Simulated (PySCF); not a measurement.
# Telling isomers of C$_{4}$H$_{5}$NO apart by NMR

Method: PBE0-D3(BJ)/def2-SVP geometry, spin–spin couplings from B3LYP/pcJ-1 (spin–dipole term left out of most H,H and C,H couplings), GIAO PBE0/pcSseg-1 shieldings, in PySCF 2.14.0 with density-fitted response routines (rapidly exchanging positions averaged, no solvent, a single conformation, non-relativistic Hamiltonian).

Shifts are taken against calculated references (same method and geometry level): TMS for ¹H (31.27 ppm) and ¹³C (184.41 ppm). Multiplet labels drop J under 1 Hz and among equivalent protons, and merge close values. Unscaled 3J(H,H) run several per cent high. Acid and N–H amide carbonyl carbons lie up to 10 ppm further downfield in solution (hydrogen bonding). Shifts are as computed. Against solution values, carbons near 30 ppm lie about +2 ppm off and those near 130 ppm about +5 ppm. Of 1211 compounds with measured shifts, 218 miss one by over three times the rms of a fit or turn the order of signals round; such compounds aren't used in these exercises. OH and NH positions are gas-phase values without hydrogen bonding to other molecules.

(1) Tabulate the signals of `Cc1ccon1`, `C#CC(=O)NC`, `Cc1ncco1` and their relative energies.

(2) What is the quickest way to tell Cc1ccon1 from C#CC(=O)NC?

(3) What is the quickest way to tell C#CC(=O)NC from Cc1ncco1?

(4) What is the quickest way to tell Cc1ccon1 from Cc1ncco1?

## Answers

(1) 
```tsv
SMILES	carbon types	δC	δH	E rel. (kcal/mol)
Cc1ccon1	1×C 2×CH 1×CH3	163.2, 161.7, 109.0, 13.1	8.27 (d, 1H), 6.22 (d, 1H), 2.39 (s, 3H)	25.3
C#CC(=O)NC	2×C 1×CH 1×CH3	153.3, 80.6, 76.5, 27.6	4.73 (br, 1H), 2.75 (d, 3H), 2.36 (s, 1H)	34.8
Cc1ncco1	1×C 2×CH 1×CH3	163.6, 142.9, 133.7, 15.3	7.52 (d, 1H), 7.09 (d, 1H), 2.45 (s, 3H)	0.0
```

Energies are electronic energies at PBE0/pcSseg-1 on these geometries, without zero-point or thermal terms, each for the one conformer computed, which needn't be the lowest.

(2) Both give the same number of carbon signals, but DEPT or the intensities differ. The first has an aromatic CH next to the ring oxygen at 163.2 ppm, the second an alkyne carbon (C) at 80.6 ppm. Their most deshielded carbons lie at 163.2 and 153.3 ppm. In the proton spectra the most deshielded non-exchanging signals are 8.27 (d, J = 2.0 Hz, 1H) and 2.75 (d, J = 5.6 Hz, 3H).

(3) Both give the same number of carbon signals, but DEPT or the intensities differ. The first has an alkyne carbon (C) at 80.6 ppm, the second an aromatic CH next to the ring oxygen at 142.9 ppm. Their most deshielded carbons lie at 153.3 and 163.6 ppm. In the proton spectra the most deshielded non-exchanging signals are 2.75 (d, J = 5.6 Hz, 3H) and 7.52 (d, J = 1.2 Hz, 1H).

(4) Both give the same number of carbon signals, with the same numbers of each carbon type, so the positions decide. The first has an aromatic CH at 109.0 ppm, the second an aromatic CH next to a ring nitrogen at 133.7 ppm. Their most deshielded carbons lie at 163.2 and 163.6 ppm. In the proton spectra the most deshielded non-exchanging signals are 8.27 (d, J = 2.0 Hz, 1H) and 7.52 (d, J = 1.2 Hz, 1H).
